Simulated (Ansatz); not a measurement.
**Question.** Name a neutral molecule of C, N and H with LUMO energy (B3LYP/def2-TZVPP) between -0.70 and -0.40 eV and size of the dipole moment (PBE/def2-TZVPP) between 1.65 and 1.95 D (Ansatz, PBE0-D4/def2-TZVP geometry).

**Answer.** `CC1(N)CC1=N` (-0.54 eV, 1.79 D); `C1=CN1` (-0.48 eV, 1.87 D). Other molecules can fit too; these were computed, each in one conformer that needn't be the lowest.

B3LYP here is the variant with VWN-RPA as its local correlation; programs differ in this.
